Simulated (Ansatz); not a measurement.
## Spinel CdLu2S4

Method: r²SCAN (plane waves, PAW; Ansatz, a quantum-chemistry and plane-wave program).

Settings: plane-wave cutoff 560 eV, 6×6×6 k mesh, Fermi–Dirac smearing 0.01 eV, scalar-relativistic PAW data made under PBE.

Cell: relaxed at this level.

| Item | Value |
|---|---|
| band gap | 1.56 eV (on the SCF k mesh) |
| lattice parameter a | 11.059 Å |

Spin–orbit coupling is not included.

The computed numbers hold no vibrational or temperature effects.

Cost on a shared machine: very roughly 7 core-minutes.
